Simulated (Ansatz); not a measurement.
`N[SiH2]N` → H₂ + `N[Si]N`  (silylene formation by 1,1-elimination)

Computed with Ansatz on PBE0-D4/def2-TZVP structures; ΔE is electronic, products minus reactants. CCSD(T)/CBS is frozen-core, at the limit of the def2 triple- and quadruple-zeta sets. DFT in def2-TZVPP. B3LYP here is the variant with VWN-RPA as its local correlation; programs differ in this. HSE06 is defined as in plane-wave codes. Each species was taken in one conformer, which may not be the lowest.

(1) Is it downhill or uphill in electronic energy at CCSD(T)/CBS, and by how much? (An estimate is asked.)

(2) What do these levels give: BLYP-D4, HSE06-D4, B2PLYP, PBE-QIDH, r2SCAN, B3LYP, HF/def2-QZVPP, MP2/def2-QZVPP, MP2/cc-pV(T+d)Z, CCSD/cc-pV(T+d)Z, CCSD(T)/cc-pV(T+d)Z, HF/cc-pV(Q+d)Z? (An estimate is asked.)

Largest T1 diagnostic among the species: 0.013.

## Answers

(1) Computed: Uphill: ΔE = +33.7 kcal/mol.

(2) Ansatz gave: BLYP-D4 26.9, HSE06-D4 34.4, B2PLYP 32.2, PBE-QIDH 36.8, r2SCAN 34.3, B3LYP 30.4, HF/def2-QZVPP 37.2, MP2/def2-QZVPP 34.8, MP2/cc-pV(T+d)Z 34.0, CCSD/cc-pV(T+d)Z 33.1, CCSD(T)/cc-pV(T+d)Z 32.2, HF/cc-pV(Q+d)Z 37.3 kcal/mol.

At CCSD(T), def2-SVP lies −2.9 kcal/mol from the extrapolated value and def2-TZVPP −1.1 kcal/mol. From BLYP to BHLYP (50 % exact exchange), in def2-TZVPP and without D4, ΔE moves by +9.6 kcal/mol.
